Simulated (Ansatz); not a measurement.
# C₄H₄O₂: one species, many methods

An exercise on one series of results from a longer session: the logs are not shown, and one member is left open.

Computed with Ansatz 0.2.0, Gaussian basis. Level: functionals in def2-TZVPP, the program's frozen cores in correlated methods.

Levels to be run: LDA (SPW92), PBE-D4, revPBE-D4, BLYP-D4, r2SCAN-D4, B97M-V, PBE0-D4, B3LYP-D4, r2SCANh-D4, r2SCAN0-D4, HSE06-D4, BHLYP-D4, CAM-B3LYP-D4, LC-ωPBE, ωB97X-V, ωB97M-V, B2PLYP, PBE-QIDH; CCSD(T)/def2-SVP; CCSD(T)/def2-TZVPP; MP2/def2-QZVPP; extrapolation to the limit; RPA on PBE.

**The geometry**

All runs share one geometry, relaxed beforehand with PBE0-D4 in a triple-zeta def2 set.

10 atoms, charge 0, spin multiplicity 1.

Atoms are counted from 1 here; the program's logs count them from 0.

Bond lengths: O1–C2 1.336 Å, O1–H7 0.961 Å, C2–C3 1.357 Å, C2–O6 1.334 Å, C3–C4 1.432 Å, C3–H8 1.078 Å, C4–C5 1.348 Å, C4–H9 1.078 Å, C5–O6 1.368 Å, C5–H10 1.076 Å. Angles: C2–O1–H7 108.6°, O1–C2–C3 134.7°, O1–C2–O6 113.5°, C3–C2–O6 111.8°, C2–C3–C4 104.9°, C2–C3–H8 127.1°, C4–C3–H8 128.0°, C3–C4–C5 106.7°, C3–C4–H9 127.0°, C5–C4–H9 126.3°, C4–C5–O6 110.0°, C4–C5–H10 134.3°, O6–C5–H10 115.7°, C2–O6–C5 106.7°.

Set-up of the first run:

in.yaml reads:

```yaml
crystal:
  periodic: [false, false, false]
  atoms:
    - {symbol: O, position_ang: [0.124705, -0.992496, -2.009464]}
    - {symbol: C, position_ang: [0.058299, -0.373269, -0.827311]}
    - {symbol: C, position_ang: [-0.066888, -0.784316, 0.460134]}
    - {symbol: C, position_ang: [-0.070652, 0.421843, 1.231736]}
    - {symbol: C, position_ang: [0.050711, 1.441472, 0.357721]}
    - {symbol: O, position_ang: [0.130933, 0.955820, -0.918446]}
    - {symbol: H, position_ang: [0.059714, -1.939810, -1.863338]}
    - {symbol: H, position_ang: [-0.145256, -1.799132, 0.814555]}
    - {symbol: H, position_ang: [-0.153870, 0.506830, 2.303480]}
    - {symbol: H, position_ang: [0.095604, 2.511958, 0.453831]}
basis:
  gaussian: {orbitals: def2-TZVPP}
hamiltonian: {xc: lda}
output: {orbitals: {seedname: orbitals}}
```

Run with:

```
$ ansatz run in.yaml --threads 4 --pin off --events-out ev --progress --plain --max-ram 10444MiB
```

Steps of the session up to this table: LDA; PBE-D4 (GGA); revPBE-D4 (GGA); BLYP-D4 (GGA); r2SCAN-D4 (meta-GGA); B97M-V (meta-GGA); B3LYP-D4 (hybrid); r2SCANh-D4 (hybrid); r2SCAN0-D4 (hybrid); HSE06-D4 (hybrid); BHLYP-D4 (hybrid); CAM-B3LYP-D4 (range-separated); LC-ωPBE (range-separated); ωB97X-V (range-separated); ωB97M-V (range-separated); B2PLYP (double hybrid); PBE-QIDH (double hybrid).

One table of the session follows, with a row left open; its other results are not shown here.

It belongs to the step «Orbital energies across the functionals». 

```
  functional  HOMO (eV)  LUMO (eV)  gap (eV)
 LDA (SPW92)      -5.14      -0.47      4.66
      PBE-D4      -4.92      -0.23      4.70
   revPBE-D4      -4.84      -0.13      4.71
     BLYP-D4      -4.79      -0.20      4.59
   r2SCAN-D4      -5.08      -0.02      5.05
      B97M-V      -5.07       0.05      5.12
     PBE0-D4      -6.00       0.74      6.74
    B3LYP-D4      -5.82       0.38      6.20
  r2SCANh-D4      -5.49       0.33      5.82
  r2SCAN0-D4      -6.11       0.86      6.97
    HSE06-D4      -5.60       0.36      5.96
    BHLYP-D4      -6.94       1.40      8.34
CAM-B3LYP-D4      -7.31       1.53      8.84
     LC-ωPBE      -8.62       2.92     11.54
     ωB97X-V          ?          ?         ?
     ωB97M-V      -8.16       2.22     10.38
```

Q: Estimate the row for ωB97X-V from the others.

The run gave: HOMO (eV): -8.24; LUMO (eV): 2.72; gap (eV): 10.96. In the column «HOMO (eV)» it lies between LC-ωPBE (-8.62) and ωB97M-V (-8.16).
